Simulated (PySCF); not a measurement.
**How methods differ on the ionisation energy of Ar**

Ar [Ar] (1S) → Ar⁺ [Ne] 3s2 3p5 (2P), as a difference of total energies. Computed with PySCF 2.14 in def2-TZVP, with the non-relativistic Hamiltonian (point nucleus). Correlated levels: valence: [Ne] frozen. The calculations carry no spin-orbit coupling.

Task: Order these methods by the ionisation energy they give, lowest first.
A. SCS-MP2 (valence)
B. CCSD(T) (valence)
C. UHF
D. MN15

Result: C (14.573 eV), B (15.538 eV), A (15.578 eV), D (15.802 eV).

Errors of the correlated levels include the incompleteness of this basis and the frozen core.

For comparison: 15.819 eV (measured; NIST levels, between the centres of gravity of the two terms).
